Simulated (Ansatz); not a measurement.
chloromethane (SMILES CCl) moved off its minimum; all values from Ansatz (a quantum-chemistry and plane-wave program), cores frozen in correlated methods.
(charge 0, multiplicity 1)
```xyz
5

C     -1.1064    -0.0481    -0.0041
Cl     0.6783     0.0575    -0.0047
H     -1.4669    -0.7162    -0.8239
H     -1.4679    -0.4748     0.9490
H     -1.5502     0.9675    -0.1244
```

Forces at PBE/def2-TZVPP (eV/Å):

| atom | Fx | Fy | Fz |
|---|---|---|---|
| C1 | -0.871 | -0.040 | -0.174 |
| Cl2 | -0.228 | -0.038 | -0.014 |
| H3 | 0.416 | 0.458 | 0.359 |
| H4 | 0.308 | 0.137 | -0.161 |
| H5 | 0.375 | -0.518 | -0.010 |

**Question.** Give the forces (eV/Å), the total energy and the dipole at CCSD(T)/aug-cc-pV(T+d)Z.

**Answer.** 
```
atom      Fx      Fy      Fz
----  ------  ------  ------
C1    -1.165  -0.065  -0.161
Cl2   -0.311  -0.044  -0.016
H3     0.537   0.605   0.521
H4     0.429   0.229  -0.353
H5     0.510  -0.725   0.009
```
Energy -499.5761 hartree, dipole 1.85 D.
